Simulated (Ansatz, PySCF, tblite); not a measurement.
Potential energy curve for SMILES O. The O1–H3 bond (O1 also carries H; H3 carries nothing else) is stretched with both fragments frozen at the PBE0/def2-TZVP optimised geometry.

- GFN2-xTB, 300 K electronic temperature (tblite)
- UKS-B3LYP/6-31G* = unrestricted B3LYP/6-31G*, spherical d run with PySCF
- RKS-B3LYP/6-311+G** = restricted B3LYP/6-311+G**, spherical d (PySCF)
- FCI = full CI/cc-pVDZ, frozen core run with Ansatz (an electronic-structure program)

Energies relative to the lowest point of each curve near equilibrium, in kcal/mol; the last columns give the difference from FCI:

```json
[
 {"R / Å": "0.77", "GFN2-xTB": "33.6", "UKS-B3LYP/6-31G*": "37.6", "RKS-B3LYP/6-311+G**": "36.0", "FCI": "37.8", "GFN2-xTB − FCI": "-4.2", "UKS-B3LYP/6-31G* − FCI": "-0.2", "RKS-B3LYP/6-311+G** − FCI": "-1.8"},
 {"R / Å": "0.83", "GFN2-xTB": "13.0", "UKS-B3LYP/6-31G*": "15.5", "RKS-B3LYP/6-311+G**": "14.5", "FCI": "15.4", "GFN2-xTB − FCI": "-2.4", "UKS-B3LYP/6-31G* − FCI": "0.1", "RKS-B3LYP/6-311+G** − FCI": "-0.9"},
 {"R / Å": "0.86", "GFN2-xTB": "7.1", "UKS-B3LYP/6-31G*": "8.7", "RKS-B3LYP/6-311+G**": "8.0", "FCI": "8.6", "GFN2-xTB − FCI": "-1.6", "UKS-B3LYP/6-31G* − FCI": "0.1", "RKS-B3LYP/6-311+G** − FCI": "-0.6"},
 {"R / Å": "0.91", "GFN2-xTB": "1.5", "UKS-B3LYP/6-31G*": "2.2", "RKS-B3LYP/6-311+G**": "1.8", "FCI": "2.1", "GFN2-xTB − FCI": "-0.5", "UKS-B3LYP/6-31G* − FCI": "0.1", "RKS-B3LYP/6-311+G** − FCI": "-0.2"},
 {"R / Å": "0.93", "GFN2-xTB": "0.5", "UKS-B3LYP/6-31G*": "0.9", "RKS-B3LYP/6-311+G**": "0.7", "FCI": "0.8", "GFN2-xTB − FCI": "-0.3", "UKS-B3LYP/6-31G* − FCI": "0.1", "RKS-B3LYP/6-311+G** − FCI": "-0.1"},
 {"R / Å": "0.96", "GFN2-xTB": "0.0", "UKS-B3LYP/6-31G*": "0.0", "RKS-B3LYP/6-311+G**": "0.0", "FCI": "0.0", "GFN2-xTB − FCI": "0.0", "UKS-B3LYP/6-31G* − FCI": "0.0", "RKS-B3LYP/6-311+G** − FCI": "0.0"},
 {"R / Å": "1.00", "GFN2-xTB": "0.8", "UKS-B3LYP/6-31G*": "0.5", "RKS-B3LYP/6-311+G**": "0.8", "FCI": "0.7", "GFN2-xTB − FCI": "0.1", "UKS-B3LYP/6-31G* − FCI": "-0.2", "RKS-B3LYP/6-311+G** − FCI": "0.1"},
 {"R / Å": "1.01", "GFN2-xTB": "1.2", "UKS-B3LYP/6-31G*": "0.9", "RKS-B3LYP/6-311+G**": "1.2", "FCI": "1.1", "GFN2-xTB − FCI": "0.0", "UKS-B3LYP/6-31G* − FCI": "-0.2", "RKS-B3LYP/6-311+G** − FCI": "0.1"},
 {"R / Å": "1.05", "GFN2-xTB": "3.4", "UKS-B3LYP/6-31G*": "3.2", "RKS-B3LYP/6-311+G**": "3.8", "FCI": "3.6", "GFN2-xTB − FCI": "-0.2", "UKS-B3LYP/6-31G* − FCI": "-0.4", "RKS-B3LYP/6-311+G** − FCI": "0.2"},
 {"R / Å": "1.12", "GFN2-xTB": "9.3", "UKS-B3LYP/6-31G*": "9.6", "RKS-B3LYP/6-311+G**": "10.7", "FCI": "10.4", "GFN2-xTB − FCI": "-1.1", "UKS-B3LYP/6-31G* − FCI": "-0.8", "RKS-B3LYP/6-311+G** − FCI": "0.3"},
 {"R / Å": "1.20", "GFN2-xTB": "17.7", "UKS-B3LYP/6-31G*": "19.0", "RKS-B3LYP/6-311+G**": "20.7", "FCI": "20.3", "GFN2-xTB − FCI": "-2.6", "UKS-B3LYP/6-31G* − FCI": "-1.3", "RKS-B3LYP/6-311+G** − FCI": "0.4"},
 {"R / Å": "1.30", "GFN2-xTB": "29.6", "UKS-B3LYP/6-31G*": "32.3", "RKS-B3LYP/6-311+G**": "34.6", "FCI": "33.9", "GFN2-xTB − FCI": "-4.3", "UKS-B3LYP/6-31G* − FCI": "-1.6", "RKS-B3LYP/6-311+G** − FCI": "0.7"},
 {"R / Å": "1.46", "GFN2-xTB": "49.3", "UKS-B3LYP/6-31G*": "54.0", "RKS-B3LYP/6-311+G**": "57.2", "FCI": "55.1", "GFN2-xTB − FCI": "-5.8", "UKS-B3LYP/6-31G* − FCI": "-1.1", "RKS-B3LYP/6-311+G** − FCI": "2.1"},
 {"R / Å": "1.58", "GFN2-xTB": "63.6", "UKS-B3LYP/6-31G*": "69.4", "RKS-B3LYP/6-311+G**": "72.9", "FCI": "68.9", "GFN2-xTB − FCI": "-5.4", "UKS-B3LYP/6-31G* − FCI": "0.4", "RKS-B3LYP/6-311+G** − FCI": "4.0"},
 {"R / Å": "1.71", "GFN2-xTB": "77.8", "UKS-B3LYP/6-31G*": "83.9", "RKS-B3LYP/6-311+G**": "88.3", "FCI": "81.3", "GFN2-xTB − FCI": "-3.5", "UKS-B3LYP/6-31G* − FCI": "2.6", "RKS-B3LYP/6-311+G** − FCI": "7.0"},
 {"R / Å": "1.93", "GFN2-xTB": "98.2", "UKS-B3LYP/6-31G*": "99.3", "RKS-B3LYP/6-311+G**": "110.4", "FCI": "96.2", "GFN2-xTB − FCI": "1.9", "UKS-B3LYP/6-31G* − FCI": "3.0", "RKS-B3LYP/6-311+G** − FCI": "14.1"},
 {"R / Å": "2.09", "GFN2-xTB": "110.1", "UKS-B3LYP/6-31G*": "105.5", "RKS-B3LYP/6-311+G**": "123.5", "FCI": "103.1", "GFN2-xTB − FCI": "7.0", "UKS-B3LYP/6-31G* − FCI": "2.4", "RKS-B3LYP/6-311+G** − FCI": "20.4"},
 {"R / Å": "2.38", "GFN2-xTB": "126.0", "UKS-B3LYP/6-31G*": "111.5", "RKS-B3LYP/6-311+G**": "141.9", "FCI": "109.9", "GFN2-xTB − FCI": "16.1", "UKS-B3LYP/6-31G* − FCI": "1.7", "RKS-B3LYP/6-311+G** − FCI": "32.0"},
 {"R / Å": "2.57", "GFN2-xTB": "133.3", "UKS-B3LYP/6-31G*": "113.5", "RKS-B3LYP/6-311+G**": "151.0", "FCI": "112.0", "GFN2-xTB − FCI": "21.3", "UKS-B3LYP/6-31G* − FCI": "1.5", "RKS-B3LYP/6-311+G** − FCI": "39.0"},
 {"R / Å": "2.84", "GFN2-xTB": "140.4", "UKS-B3LYP/6-31G*": "115.0", "RKS-B3LYP/6-311+G**": "160.8", "FCI": "113.6", "GFN2-xTB − FCI": "26.9", "UKS-B3LYP/6-31G* − FCI": "1.5", "RKS-B3LYP/6-311+G** − FCI": "47.2"},
 {"R / Å": "3.40", "GFN2-xTB": "147.3", "UKS-B3LYP/6-31G*": "116.2", "RKS-B3LYP/6-311+G**": "173.1", "FCI": "114.6", "GFN2-xTB − FCI": "32.7", "UKS-B3LYP/6-31G* − FCI": "1.6", "RKS-B3LYP/6-311+G** − FCI": "58.5"}
]
```

GFN2-xTB is furthest from FCI at 3.40 (32.7 kcal/mol, above); its mean absolute difference over the points is 6.6 kcal/mol.

UKS-B3LYP/6-31G* is furthest from FCI at 1.93 (3.0 kcal/mol, above); its mean absolute difference over the points is 1.0 kcal/mol.

RKS-B3LYP/6-311+G** is furthest from FCI at 3.40 (58.5 kcal/mol, above); its mean absolute difference over the points is 10.9 kcal/mol.

The unrestricted determinant behind UKS-B3LYP/6-31G* is spin-contaminated at 1.71 to 3.40 Å (<S²> up to 1.0, against 0.00 for a pure singlet). The restricted form behind RKS-B3LYP/6-311+G** keeps the bonding electrons paired and can't separate into open-shell fragments.
